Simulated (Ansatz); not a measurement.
**SiNHO+ (doublet): from Hartree-Fock to the top rungs, def2-TZVPP**

The task here is to estimate one member of a computed series from the others.

Computed with Ansatz 0.2.0, Gaussian basis. Level: def2-TZVPP, core rule «outside noble gas», up to 7 orbitals frozen.

To be run: UHF; ROHF; CCSD(T) on UHF.

2 further runs of the same task are left out: 2 set aside as unsound or not needed.

### What is computed

The geometry is a PBE0/def2-TZVP stationary point (not a proven minimum) of the parent state, kept for this charge and spin.

4 atoms, charge 1, spin multiplicity 2.

Atoms are counted from 1 here; the program's logs count them from 0.

Bond lengths: O1–N2 1.272 Å, N2–Si3 1.774 Å, N2–H4 1.026 Å. Angles: O1–N2–Si3 124.5°, O1–N2–H4 113.3°, Si3–N2–H4 122.2°.

The first run:

Input file in.yaml:

```yaml
crystal:
  periodic: [false, false, false]
  atoms:
    - {symbol: O, position_ang: [0.000000, -0.337465, 1.530169]}
    - {symbol: N, position_ang: [0.000000, 0.447419, 0.529033]}
    - {symbol: Si, position_ang: [0.000000, -0.082561, -1.163926]}
    - {symbol: H, position_ang: [0.000000, 1.439714, 0.791361]}
basis:
  gaussian: {orbitals: def2-TZVPP}
total_charge: 1
magnetization: {spin_polarized: true, initial_magnetization: 1}
hamiltonian: {xc: hf}
output: {orbitals: {seedname: orbitals}}
```

Started as:

```console
> ansatz run in.yaml --threads 1 --pin off --events-out ev --progress --plain --max-ram 4096MiB --backend cpu
```

Steps of the session up to this table: UHF; ROHF; CCSD(T) on UHF.

One table of the session follows, with a row left open; its other results are not shown here.

| method | from UCCSD(T) (meV) |
| --- | --- |
| ROHF | +14356.9 |
| UHF | +14132.5 |
| UMP2 | +1407.0 |
| UCCSD | ? |
| UCCSD(T) | 0 |

**Question.** Estimate the row for UCCSD.

**Answer.** from UCCSD(T) (meV): +593.7. In the column «from UCCSD(T) (meV)» it lies between UCCSD(T) (0) and UMP2 (+1407.0).
